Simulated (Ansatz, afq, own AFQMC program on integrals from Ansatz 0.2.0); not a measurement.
AFQMC on a folder of integrals that Ansatz 0.2.0 wrote.

```yaml
crystal:
  periodic: [false, false, false]
  atoms:
    - {symbol: H, position_ang: [0.000000, 0.000000, -1.213000]}
    - {symbol: H, position_ang: [0.000000, 0.000000, -0.297000]}
    - {symbol: S, position_ang: [0.000000, 0.000000, 1.510000]}
basis:
  gaussian: {orbitals: cc-pVTZ}
magnetization: {spin_polarized: true, initial_magnetization: 2}
correlation: {method: ccsd_t, electrons: outside_noble_gas, hamiltonian_folder: ham}
```

```sh
$ ansatz run in.yaml --threads 1 --pin off --events-out ev --progress --plain --max-ram 16896MiB --backend cuda --devices 0, --max-vram 18GiB
```

Options of the walk:

```
--method phaseless --trial cisd --walkers 4000 --populations 20 --least-time 60 --time-step 0.005 --steps-per-block 50 --equilibration-blocks 28 --max-blocks 4000 --target-error 0.00017 --factor-cut 1e-05 --start spin_pure --seed 5742 --release-times 0.24,0.51,0.99,1.62,2.4 --release-step 0.03 --release-every 3 --taylor-order 6
```

Times are imaginary, in 1/Eh. The walk had a cap of 189 s. With eight or more populations the least sampling time is a fifth of least-time, and the error comes from their spread.

```
orbitals 57  electrons 5 3  factors 337 of 343
reference energy -398.60599596 Eh
CCSD correlation -0.18913754 Eh in 11 cycles, weight of the determinant in the CISD state 0.9054
energy of the start -398.794067 Eh
 block  time / (1/Eh)  mean weight  energy / Eh
     1     0.250  1.0001  -398.793453
     2     0.500  0.9997  -398.795264
     3     0.750  0.9999  -398.797099
     4     1.000  0.9997  -398.798492
     5     1.250  0.9998  -398.799407
     8     2.000  0.9998  -398.801094
    11     2.750  0.9998  -398.802215
    14     3.500  0.9999  -398.802347
    17     4.250  1.0000  -398.802387
    20     5.000  1.0001  -398.802150
    23     5.750  0.9999  -398.802414
    26     6.500  0.9999  -398.802401
    29     7.250  0.9999  -398.801986
    32     8.000  0.9998  -398.802176
    33     8.250  1.0000  -398.802712
    35     8.750  1.0000  -398.802529
    38     9.500  1.0002  -398.802575
    41    10.250  1.0000  -398.802276
    44    11.000  1.0002  -398.801560
    47    11.750  1.0000  -398.801942
    50    12.500  0.9997  -398.802074
    53    13.250  0.9999  -398.801251
    56    14.000  0.9999  -398.801680
    59    14.750  0.9999  -398.801262
    62    15.500  1.0001  -398.801441
    65    16.250  1.0002  -398.801942
    68    17.000  1.0000  -398.801819
    71    17.750  1.0001  -398.801561
    74    18.500  0.9999  -398.801716
    77    19.250  1.0005  -398.802007
    78    19.500  1.0000  -398.802024
error from the spread of 20 populations
released: time / (1/Eh)  energy / Eh  error  mean overlap
  0.24  -398.802144  0.000082  0.9982
  0.51  -398.802135  0.000055  0.9984
  0.99  -398.802353  0.000068  0.9905
  1.62  -398.802358  0.000066  0.9887
  2.40  -398.802197  0.000322  0.9780
energy -398.801956 +/- 0.000088 Eh
(rows thinned)
```

Q: Estimate how long the walk took on 1 × NVIDIA H100 80GB HBM3 with 2 threads of AMD EPYC 7R13 Processor (Zen 3), with other jobs on the host (the card was shared).

A: 70 s of wall time.

The run passed its tests (sampling time, drift between the halves within three errors, error under three times the target), which doesn't prove that it has relaxed. The second half of the sampling lies above the first by 2.2 errors of their difference, so the energy may still be moving and its error bar be too small.

Against this walk (error 2.4 meV) on the same determinant: CCSD(T) 20.4 meV higher, CCSDT(Q) 10.7 meV lower. The error is statistical and leaves out the bias of the constraint. Released to 1.62 1/Eh the energy lies 11 ± 3 meV (both errors) below the phaseless value, which shows part or all of the bias of the constraint, and CCSDT(Q) lies 0.2 meV above the released value.

Cautions: constraint bias not in the error; lower spins were not checked.

CCSDT and higher add their correlation energy to the determinant of the CCSD(T) run, since their own runs factorise the integrals more tightly (a shift of under 2 meV). A walk keeps the symmetry of its determinant, which the program's search chose and which needn't be the lowest solution, so a lower state of the same spin and another symmetry isn't excluded.
